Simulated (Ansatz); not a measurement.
**NS+ (triplet): wave-function methods side by side at distance N1–S2 = 2.960 Å, 6-31G**

Aim: climb from Hartree-Fock through coupled cluster and multireference methods for NS+ (triplet) at one geometry and basis, and see what each rung misses.

Method: 6-31G, core rule «outside noble gas», up to 6 orbitals frozen; program: Ansatz 0.2.0, Gaussian basis.

Plan: UHF; CCSD(T) on ROHF; CCSD(T) on UHF; BCCD(T) on ROHF; CISD as a restricted active space (open shells left free, so some higher excitations enter); CCSDT(Q) on ROHF; CCSDT(Q) on UHF; CISDTQ; CCSDTQ on ROHF; CASSCF and MRCISD+Q, 4 electrons in 4 orbitals; CASSCF and NEVPT2, 4 electrons in 4 orbitals; CASSCF and MRCISD+Q, 10 electrons in 8 orbitals; CASSCF and NEVPT2, 10 electrons in 8 orbitals; Full CI; Full CI in the symmetry of the determinant.

42 further runs of the same task are left out: 11 for a known fault of the program, 22 that didn't finish, 9 set aside as unsound or not needed. Runs told in other sessions of the task aren't counted.

### 1 The system

The geometry derives from a PBE0/def2-TZVP stationary point (not a proven minimum). One bond is set to the value named and the two fragments are kept rigid.

2 atoms, charge 1, spin multiplicity 3.

Atoms are counted from 1 here; the program's logs count them from 0.

No contacts short enough for the rule that draws bonds.

### 2 UHF

Input file in.yaml:

```yaml
crystal:
  periodic: [false, false, false]
  atoms:
    - {symbol: N, position_ang: [0.000000, 0.000000, 0.000000]}
    - {symbol: S, position_ang: [0.000000, 0.000000, 2.960000]}
basis:
  gaussian: {orbitals: 6-31G}
total_charge: 1
magnetization: {spin_polarized: true, initial_magnetization: 2}
hamiltonian: {xc: hf}
output: {orbitals: {seedname: orbitals}}
```

Command:

```sh
> ansatz run in.yaml --threads 1 --pin off --events-out ev --progress --plain --max-ram 2393MiB
```

The runs that follow: CCSD(T) on ROHF; CCSD(T) on UHF; BCCD(T) on ROHF; CISD as a restricted active space (open shells left free, so some higher excitations enter); CCSDT(Q) on ROHF; CCSDT(Q) on UHF; CISDTQ; CCSDTQ on ROHF; CASSCF and MRCISD+Q, 4 electrons in 4 orbitals; CASSCF and NEVPT2, 4 electrons in 4 orbitals; CASSCF and MRCISD+Q, 10 electrons in 8 orbitals; CASSCF and NEVPT2, 10 electrons in 8 orbitals; Full CI; Full CI in the symmetry of the determinant.

Q: Predict the results of all the runs planned. Wanted: FCI from the RHF energy; UMP2 from FCI; UCCSD(T) from FCI; UCCSDT(Q) from FCI; NEVPT2 valence from FCI; MRCISD+Q valence from FCI; T1 diagnostic; effectively unpaired electrons.

The runs gave:

| quantity | value |
| --- | --- |
| FCI from the ROHF energy | -7.1377 eV |
| UMP2 from FCI | +50.50 kcal/mol |
| UCCSD(T) from FCI | -0.91 kcal/mol |
| UCCSDT(Q) from FCI | +1.96 kcal/mol |
| NEVPT2 valence from FCI | +10.48 kcal/mol |
| MRCISD+Q valence from FCI | +0.26 kcal/mol |
| levels within 1 kcal/mol (43 meV) | UCCSD(T), MRCISD valence, MRCISD+Q valence |
| T1 diagnostic | 0.217 |
| effectively unpaired electrons | 5.64 |

**Reading.** UCCSD(T) lands -0.91 kcal/mol from the yardstick (0.6 % of the correlation energy). UCCSD(T) falls below full CI: unrestricted runs freeze a spin-polarised core, another one than full CI's, and coupled cluster isn't variational. The occupations show strong static correlation (5.6 unpaired electrons where one determinant has 2). Coupled cluster on one determinant still stays close here. Of the multireference levels listed MRCISD+Q valence comes nearest in total energy (+0.26 kcal/mol), which doesn't show that its space is the better one. The lowest state has another symmetry than the determinant, whose own symmetry lies 2.24 eV higher, so single-reference misses include that gap. Coupled cluster took another determinant than the lowest Hartree-Fock one. These misses are within one basis, not against nature; the frozen cores of restricted and unrestricted runs differ, which can shift their rows.

Levels on UHF freeze UHF's core orbitals, full CI those of ROHF, so the U rows can settle a little off it for that reason alone.

The restricted and unrestricted ladders end 2.14 eV apart at CCSDT(Q), which points to two states or an unsound top rung; rows of one don't measure the error of the other.

With open shells the CI space here admits some higher excitations, so it is larger than plain CISD.
